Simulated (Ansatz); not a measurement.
```yaml
crystal:
  periodic: [false, false, false]
  atoms:
    - {symbol: N, position_ang: [-1.321124, 0.552404, -0.496872]}
    - {symbol: P, position_ang: [-0.267633, 0.536062, 0.782853]}
    - {symbol: Al, position_ang: [1.413130, -0.962998, 0.601021]}
    - {symbol: H, position_ang: [-2.195947, 0.865157, -0.447825]}
    - {symbol: H, position_ang: [-1.032794, 0.343286, -1.619743]}
    - {symbol: H, position_ang: [0.337047, 1.760764, 0.475300]}
    - {symbol: H, position_ang: [2.616944, -1.032364, 1.369945]}
    - {symbol: H, position_ang: [1.076135, -2.264278, -0.464552]}
basis:
  gaussian: {orbitals: aug-cc-pVDZ}
hamiltonian: {xc: {name: revPBE}, dispersion: d4}
accuracy: high
relax: {f_tol: 0.001, max_steps: 3}
output: {forces: true}
```

```sh
$ ansatz run in.yaml --threads 2 --pin off --events-out ev --progress --plain --max-ram 4352MiB
```

Output, abridged:

```
Functional definition: revPBE
2613 factors; integrals over basis functions are off by at most 2.2e-9 eV
mean field evaluation 1: about -17442.0013 eV, gradient 6.7e1 eV
mean field evaluation 2: about -17369.5623 eV, gradient 1.4e2 eV
mean field evaluation 4: about -17451.7158 eV, gradient 1.0e1 eV
mean field evaluation 8: about -17452.0485 eV, gradient 3.7e-1 eV
mean field evaluation 16: about -17452.0491 eV, gradient 1.3e-5 eV
mean field -17452.04910306 eV, -641.3509751139 hartree, gradient 2.3e-8 eV, S^2 0.000000; 0 other end points of the search recorded, 0 dependent functions left out
reference -17452.04911629 eV, -641.3509755998 hartree; 20, 20 occupied and 102, 102 virtual orbitals, 2613 factors
relax step   1: F+E_penalty+E_count = -17452.47043896 eV  Δ(F+E_penalty+E_count) = +0.000e0 eV  max|allowed force component| = 6.332e0 eV/Å  Δτ_max = 0.0000 Å  (31 SCF iters, accepted)
2615 factors; integrals over basis functions are off by at most 2.9e-9 eV
mean field -17453.18413377 eV, -641.3926867231 hartree, gradient 2.7e-8 eV, S^2 0.000000; 0 other end points of the search recorded, 0 dependent functions left out
reference -17453.18414700 eV, -641.3926872092 hartree; 20, 20 occupied and 102, 102 virtual orbitals, 2615 factors
relax step   2: F+E_penalty+E_count = -17453.60247941 eV  Δ(F+E_penalty+E_count) = -1.132e0 eV  max|allowed force component| = 2.904e0 eV/Å  Δτ_max = 0.1919 Å  (37 SCF iters, accepted)
2619 factors; integrals over basis functions are off by at most 2.8e-9 eV
mean field -17453.32002131 eV, -641.3976804979 hartree, gradient 1.3e-8 eV, S^2 0.000000; 0 other end points of the search recorded, 0 dependent functions left out
reference -17453.32003429 eV, -641.3976809751 hartree; 20, 20 occupied and 102, 102 virtual orbitals, 2619 factors
relax step   3: F+E_penalty+E_count = -17453.73436000 eV  Δ(F+E_penalty+E_count) = -1.319e-1 eV  max|allowed force component| = 4.416e-1 eV/Å  Δτ_max = 0.1160 Å  (35 SCF iters, accepted)
Error: geometry relaxation did not converge after 3 steps: max|allowed force component| = 4.42e-1 eV/Å (threshold 1.0e-3). Raise `relax.max_steps` over both its present limit and 3, loosen `relax.f_tol`, or start from a geometry closer to equilibrium. Where this run's directory can be resumed (`checkpoint.write`), a resume goes on for up to `relax.max_steps` more
```

In this input the relaxation is allowed too few steps for its threshold. The run did not converge.
